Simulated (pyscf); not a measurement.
# Four-centre exchange: HO–Ta(F)(F)(F)–F (SMILES [OH][Ta]([F])([F])([F])[F]) + HCl (SMILES Cl) → HO–Ta(F)(F)(F)–Cl (SMILES [OH][Ta]([F])([F])([F])[Cl]) + HF (SMILES F)

Gas phase, singlet surface, charge 0. Bonds broken: Ta2–F3, Cl8–H9. Bonds formed: Ta2–Cl8, F3–H9. Structures and frequencies: ωB97X-D3(BJ)/def2-SVP in PySCF.

Transition state (Å):

```xyz
9

O     -1.9800    -1.0694     0.4315
Ta    -0.5053     0.0023     0.6512
F     -1.3071     1.1566     2.1992
F     -1.1001     1.4146    -0.4430
F      0.6934    -0.6319    -0.6176
F      0.2774    -0.9823     2.0525
H     -2.8086    -1.5516     0.3938
Cl     1.1019     1.8482     1.5304
H     -0.2701     1.7503     2.1929
```

One imaginary mode, 598i cm⁻¹; descent along it reached the two sides named, in the forms told below.

```json
[
 {"bond": "Ta2–F3", "change": "breaks", "reactant side (Å)": "1.902", "saddle": "2.091", "product side": "2.333"},
 {"bond": "Cl8–H9", "change": "breaks", "reactant side (Å)": "1.290", "saddle": "1.527", "product side": "2.197"},
 {"bond": "Ta2–Cl8", "change": "forms", "reactant side (Å)": "2.8", "saddle": "2.6", "product side": "2.404"},
 {"bond": "F3–H9", "change": "forms", "reactant side (Å)": "2.373", "saddle": "1.195", "product side": "0.950"}
]
```

Electronic energies relative to the separated reactants (eV):

```json
[
 {"level": "ωB97X-D3(BJ)/def2-TZVP", "barrier": "-0.04", "reaction energy": "+0.16", "reverse barrier": "-0.20"},
 {"level": "PBE/def2-TZVP", "barrier": "0.10", "reaction energy": "+0.31", "reverse barrier": "-0.21"},
 {"level": "r²SCAN/def2-TZVP", "barrier": "0.01", "reaction energy": "+0.31", "reverse barrier": "-0.30"},
 {"level": "B3LYP-D3(BJ)/def2-TZVP", "barrier": "0.15", "reaction energy": "+0.29", "reverse barrier": "-0.15"},
 {"level": "PBE0-D3(BJ)/def2-TZVP", "barrier": "0.05", "reaction energy": "+0.23", "reverse barrier": "-0.18"},
 {"level": "M06-2X/def2-TZVP", "barrier": "-0.02", "reaction energy": "+0.21", "reverse barrier": "-0.23"},
 {"level": "ωB97M-D3(BJ)/def2-TZVP", "barrier": "0.16", "reaction energy": "+0.33", "reverse barrier": "-0.17"},
 {"level": "HF/def2-TZVP", "barrier": "0.69", "reaction energy": "+0.35", "reverse barrier": "0.34"}
]
```

With ωB97M-D3(BJ)/def2-TZVP energies and thermal terms (ideal gas, 1 atm, RRHO with modes under 100 cm⁻¹ raised to 100, one conformer, R ln 2 for rigid chiral ones), in eV:

| T (K) | ΔH‡ | ΔG‡ | ΔH | ΔG |
|---|---|---|---|---|
| 298 | 0.11 | 0.55 | +0.38 | +0.36 |
| 600 | 0.11 | 0.99 | +0.39 | +0.34 |
| 900 | 0.13 | 1.43 | +0.39 | +0.32 |
| 1200 | 0.15 | 1.86 | +0.39 | +0.29 |

On the reactant side the descent ends in an adduct with a Cl–Ta contact, 0.49 eV under the separated species and 0.45 eV under the saddle at ωB97X-D3(BJ)/def2-TZVP. On the product side the descent ends in an adduct with a F–Ta contact, 0.46 eV under the separated species and 0.26 eV under the saddle at ωB97X-D3(BJ)/def2-TZVP. At ωB97X-D3(BJ), M06-2X the saddle lies under the separated reactants, which points to a path from their complex (located at ωB97X-D3(BJ) alone). At ωB97X-D3(BJ), PBE, r²SCAN, B3LYP-D3(BJ), PBE0-D3(BJ), M06-2X, ωB97M-D3(BJ) the saddle lies under the separated products, which points to a path from their complex (located at ωB97X-D3(BJ) alone), and parting the products costs more than the saddle. What is counted as formed (Cl–Ta) is already present as a longer contact in the reactant adduct; forming that adduct is a step of its own. What is counted as broken (F–Ta) persists as a longer contact in the product adduct; parting that adduct is a step of its own. One saddle was located; it need not be the lowest between these sides. Elements past Kr carry the def2 core potentials, without spin-orbit coupling.
